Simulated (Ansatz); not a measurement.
Zinc-blende HgTe, treated with PBE in Ansatz (plane waves, PAW).

Settings: plane-wave cutoff 520 eV, 10×10×10 k mesh, Fermi–Dirac smearing 0.01 eV, scalar-relativistic PAW data made under PBE.

A third-order Birch–Murnaghan fit to the energies gives V0 = 36.768 Å³/atom, B0 = 34.2 GPa, B′ = 5.2.

```csv
V (Å³/atom),P (GPa)
34.530,___
35.264,___
35.999,0.764
36.734,0.032
37.468,___
38.203,-1.185
38.938,___
```

### Question
Estimate the withheld pressures from this fit; the answers are the runs' own values.

### Answer

- 34.530, P (GPa): 2.528
- 35.264, P (GPa): 1.592
- 37.468, P (GPa): -0.614
- 38.938, P (GPa): -1.689

The formula P = (3/2) B0 (x^(7/3) − x^(5/3)) [1 + (3/4)(B′ − 4)(x^(2/3) − 1)] with x = V0/V meets the computed pressures within 0.01 GPa when these rounded values are put in.

Measured, for comparison: bulk modulus 42.3 GPa (temperature not stated, not corrected to a static lattice; as tabulated in Toher et al. (2017), arXiv:1611.05714); equilibrium volume per atom 33.70 Å³/atom (room temperature, not corrected to a static lattice; as tabulated in Cava et al. (2013), arXiv:1302.1059). Computed less measured: bulk modulus -19 %, equilibrium volume per atom +9.1 %.

Spin–orbit coupling is not included; it can shift volumes and moduli of such heavy elements.

Static lattice: no zero-point or thermal effects.

Cost on a shared machine: roughly 70 core-seconds.

Ansatz is a program for electronic structure.
